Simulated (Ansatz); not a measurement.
`Fc1ccsc1` and `Clc1ccsc1` differ in one element.

Ansatz, PBE0-D4/def2-TZVP geometries, multiplicity 1. 

| property | `Fc1ccsc1` |
| --- | --- |
| LUMO energy (PBE/def2-TZVPP) / eV | -1.42 |
| LUMO energy (PBE0/def2-TZVPP) / eV | -0.58 |
| LUMO energy (B3LYP/def2-TZVPP) / eV | -0.78 |
| HOMO–LUMO gap (PBE0/def2-TZVPP) / eV | 6.39 |
| LUMO energy (ωB97M-V/def2-TZVPP) / eV | 1.48 |
| zero-point energy (PBE0-D4/def2-TZVP) / kJ/mol | 155.4 |

Question: Give the same properties after the change, and the shifts. (Estimate.)

Answer: The calculation gave: 
```tsv
property	`Clc1ccsc1`	shift
LUMO energy (PBE/def2-TZVPP) / eV	-1.55	-0.13
LUMO energy (PBE0/def2-TZVPP) / eV	-0.70	-0.12
LUMO energy (B3LYP/def2-TZVPP) / eV	-0.89	-0.11
HOMO–LUMO gap (PBE0/def2-TZVPP) / eV	6.24	-0.15
LUMO energy (ωB97M-V/def2-TZVPP) / eV	1.36	-0.12
zero-point energy (PBE0-D4/def2-TZVP) / kJ/mol	151.8	-3.6
```

B3LYP here is the variant with VWN-RPA as its local correlation; programs differ in this.
